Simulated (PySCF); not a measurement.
# From computed data to an observable: oscillator strength and radiative lifetime

formic acid (CH2O2), SMILES C(=O)O.

The structure is a stationary point at PBE0-D3(BJ)/def2-TZVP. Other conformers were not sampled.

TDA-ωB97X/def2-SVPD run with PySCF puts the first singlet state with f over 0.02 at 8.50 eV (vertical), with the transition dipole (0.389, 0.190, 0.000) in atomic units.

### Question
Find the oscillator strength, the wavelength and the radiative lifetime that this transition would have in vacuum if emission retraced absorption.

### Answer

|μ|² = 0.1874 au, so |μ| = 1.10 D. ΔE = 8.50/27.211 = 0.3124 hartree. f = (2/3) ΔE |μ|² = 0.039 (the program prints 0.039).
λ = 1239.84/8.50 = 146 nm; ν = 68557 cm⁻¹.
Einstein's coefficient A = 0.6670 ν² f s⁻¹ (ν in cm⁻¹) = 1.2e8 s⁻¹, so τ = 1/A = 8.2 ns. This state is S2; the lower singlet has f = 0.001. The figure is the radiative limit of this one transition; relaxation, internal conversion, crossing to triplets and a medium change what is measured.
